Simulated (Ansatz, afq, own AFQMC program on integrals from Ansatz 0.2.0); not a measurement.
Two steps: Ansatz 0.2.0 writes the Fock matrix and Cholesky factors of the valence space, and afq projects on them the lowest state that overlaps trial and start.

```yaml
crystal:
  periodic: [false, false, false]
  atoms:
    - {symbol: P, position_ang: [0.000000, 0.000000, 0.000000]}
basis:
  gaussian: {orbitals: aug-cc-pVDZ}
magnetization: {spin_polarized: true, initial_magnetization: 3}
correlation: {method: ccsd_t, electrons: outside_noble_gas, hamiltonian_folder: ham}
```

```sh
$ ansatz run in.yaml --threads 1 --pin off --events-out ev --progress --plain --max-ram 24576MiB --backend cuda --devices 0, --max-vram 18GiB
```

afq runs on the folder ham with

```
--method phaseless --trial cisd --walkers 4000 --populations 20 --least-time 60 --time-step 0.005 --steps-per-block 50 --equilibration-blocks 28 --max-blocks 4000 --target-error 8e-05 --factor-cut 1e-05 --start spin_pure --seed 2869 --release-times 0.24,0.5,1,1.5 --release-step 0.02 --release-every 3 --taylor-order 6
```

Times are imaginary, in 1/Eh. The walk had a cap of 122 s. With eight or more populations the least sampling time is a fifth of least-time, and the error comes from their spread.

Log:

```
orbitals 22  electrons 4 1  factors 119 of 145
reference energy -340.70995743 Eh
CCSD correlation -0.08518581 Eh in 8 cycles, weight of the determinant in the CISD state 0.9402
energy of the start -340.795151 Eh
 block  time / (1/Eh)  mean weight  energy / Eh
     1     0.250  1.0000  -340.795063
     2     0.500  0.9999  -340.795310
     3     0.750  1.0001  -340.795603
     4     1.000  0.9999  -340.795909
     5     1.250  1.0000  -340.796184
    10     2.500  0.9999  -340.796906
    15     3.750  1.0000  -340.797143
    20     5.000  0.9999  -340.797112
    25     6.250  1.0000  -340.797052
    30     7.500  0.9999  -340.797003
    35     8.750  0.9999  -340.797137
    40    10.000  1.0000  -340.797215
    45    11.250  1.0001  -340.797095
    50    12.500  1.0000  -340.797144
    55    13.750  1.0001  -340.797103
    60    15.000  0.9999  -340.797163
    65    16.250  1.0001  -340.796927
    70    17.500  1.0003  -340.796935
    71    17.750  0.9999  -340.796900
    75    18.750  0.9999  -340.797222
    76    19.000  1.0000  -340.797291
    78    19.500  0.9999  -340.797152
error from the spread of 20 populations
released: time / (1/Eh)  energy / Eh  error  mean overlap
  0.24  -340.797095  0.000027  0.9990
  0.50  -340.797140  0.000023  0.9980
  1.00  -340.797184  0.000019  0.9974
  1.50  -340.797207  0.000014  0.9961
energy -340.797084 +/- 0.000028 Eh
(rows thinned)
```

The run passed its tests (sampling time, drift between the halves within three errors, error under three times the target), which doesn't prove that it has relaxed.

Against this walk (error 0.8 meV) on the same determinant: CCSD(T) 10.5 meV higher, CCSDT(Q) 2.8 meV lower, CCSDTQ 3.7 meV lower, full CI 3.7 meV lower. The error is statistical and leaves out the bias of the constraint. Released to 1.50 1/Eh the energy lies 3.3 ± 0.9 meV (both errors) below the phaseless value, which shows part or all of the bias of the constraint, and full CI lies 0.4 meV below the released value.

Cautions: constraint bias not in the error.

The walk took 26 s on 1 × NVIDIA H100 80GB HBM3 with 2 threads of AMD EPYC 7R13 Processor (Zen 3), with other jobs on the host (the card was shared). The log's last line is the phaseless energy.

CCSDT and higher add their correlation energy to the determinant of the CCSD(T) run, since their own runs factorise the integrals more tightly (a shift of under 2 meV). A walk keeps the symmetry of its determinant, which the program's search chose and which needn't be the lowest solution, so a lower state of the same spin and another symmetry isn't excluded.
